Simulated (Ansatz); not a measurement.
Start from Si in the diamond structure (space group Fd-3m, No. 227).

```xyz
2
Lattice="0.0000 2.7349 2.7349 2.7349 0.0000 2.7349 2.7349 2.7349 0.0000" Properties=species:S:1:pos:R:3 pbc="T T T"
Si     2.7349     2.7349     2.7349
Si     4.1024     4.1024     4.1024
```

Computed with PBE in Ansatz (plane waves to 420 eV, PAW, scalar-relativistic without spin-orbit coupling), earlier PAW set.

The change: every Si is replaced by Sn, then cell and atoms are relaxed.

Measured lattice parameter a: Si 5.421 Å (static lattice; corrected from measurement; as listed in Daniel Mejia-Rodriguez, S. B. Trickey, Phys. Rev. B (2018)); Sn 6.477 Å (static lattice; corrected from measurement; as listed in Daniel Mejia-Rodriguez, S. B. Trickey, Phys. Rev. B (2018)).

Problem. How well does PBE reproduce the measured shift?

Solution. With PBE the lattice parameter a moves by +1.187 Å (5.470 → 6.656) against +1.056 Å measured.

No phonon test of stability was made.

Ansatz is an electronic-structure program.
